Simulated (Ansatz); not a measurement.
Geometry optimisation, RKS r2SCAN-D4/def2-SVP (Ansatz).

Input:

```yaml
crystal:
  periodic: [false, false, false]
  atoms:
    - { symbol: C, position_ang: [-1.2802, -0.1477, -0.5758] }
    - { symbol: C, position_ang: [-0.2038, -0.8203, -0.5015] }
    - { symbol: "N", position_ang: [0.9725, -0.5596, 0.1054] }
    - { symbol: C, position_ang: [1.2092, 0.1073, 1.3022] }
    - { symbol: C, position_ang: [1.586, 0.6632, 0.1783] }
    - { symbol: H, position_ang: [-2.1827, -0.4746, -1.1347] }
    - { symbol: H, position_ang: [-1.4023, 0.874, -0.1205] }
    - { symbol: H, position_ang: [-0.1158, -1.7737, -0.992] }
    - { symbol: H, position_ang: [0.322, 0.4997, 1.9407] }
    - { symbol: H, position_ang: [1.1782, 1.5806, -0.1993] }
basis:
  gaussian: { orbitals: def2-SVP }
hamiltonian:
  xc: r2scan
  dispersion: d4
relax:
  f_tol: 0.015
  max_steps: 40
```

Command:

```bash
$ ansatz run input.yaml --threads 2 --pin off --max-ram 3072MiB --backend cpu --events-out ev --progress --plain --runs-dir out
```

Task: Where does it end, and by what steps?

Result: It converged. After 20 steps the energy has fallen by 2.068 eV; H9 moved furthest, 1.31 Å.

```tsv
step	energy less start (eV)	largest force component (eV/Å)	accepted
0	0.0000	5.329	yes
1	-1.0124	2.777	yes
2	-1.4449	1.776	yes
3	-1.7502	1.064	yes
4	-1.8630	1.880	yes
5	-1.9712	0.411	yes
6	-1.9448	0.299	no
7	-1.9980	0.101	yes
8	-2.0015	0.057	yes
9	-2.0059	0.151	yes
10	-2.0214	0.122	yes
11	-2.0340	0.418	yes
12	-2.0432	0.328	yes
13	-2.0498	0.606	yes
14	-2.0558	0.293	yes
15	-2.0638	0.143	yes
16	-2.0642	0.102	yes
17	-2.0667	0.073	yes
18	-2.0672	0.056	yes
19	-2.0675	0.016	yes
20	-2.0675	0.009	yes
```

```xyz
10
Properties=species:S:1:pos:R:3
C -1.300 -0.105 -0.962
C -0.350 -0.862 -0.397
N 0.946 -0.425 -0.032
C 1.139 0.122 1.346
C 1.067 1.005 0.413
H -2.235 -0.544 -1.317
H -1.160 0.973 -1.103
H -0.487 -1.943 -0.261
H 1.311 -0.263 2.347
H 1.152 1.991 -0.032
```

Run time: 58 s on 2 threads of Arm Neoverse V1, with other jobs on the host, peak memory 0.19 GiB.
